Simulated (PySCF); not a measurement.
Isomers of CH5FSi. Theory: PBE0-D3(BJ)/def2-SVP geometry optimisation, gas phase (PySCF 2.14.0). Energies are electronic, without zero-point or thermal terms, for one conformer each. No frequencies were run at this level. Point groups hold within 0.08 Å.

Problem. Order them by energy at this level, lowest first, and give relative energies in kcal/mol.
A. H3SiCH2F (`FC[SiH3]`)
B. `C[SiH2]F` (fluoromethylsilane)

Solution. B (0.0), A (52.2).

As drawn, the lower has an Si–F bond, which the higher lacks.

```tsv
SMILES	E (Eh)	E rel (kcal/mol)	dipole (D)	point group	A, B, C (MHz)
C[SiH2]F	-430.03981	0.0	1.84	Cs	19238, 6616, 5407
FC[SiH3]	-429.95666	52.2	1.54	Cs	27300, 5036, 4607
```

Problem. How do the relative energies change in single points at B3LYP/def2-SVPD (no added dispersion term) on the same geometries?

Solution. 
```tsv
SMILES	PBE0-D3(BJ)/def2-SVP (kcal/mol)	B3LYP/def2-SVPD (kcal/mol)	shift
C[SiH2]F	0.0	0.0	0.0
FC[SiH3]	52.2	51.1	-1.1
```

Each column counts from its own lowest isomer. The order is unchanged; the largest shift is 1.1 kcal/mol.
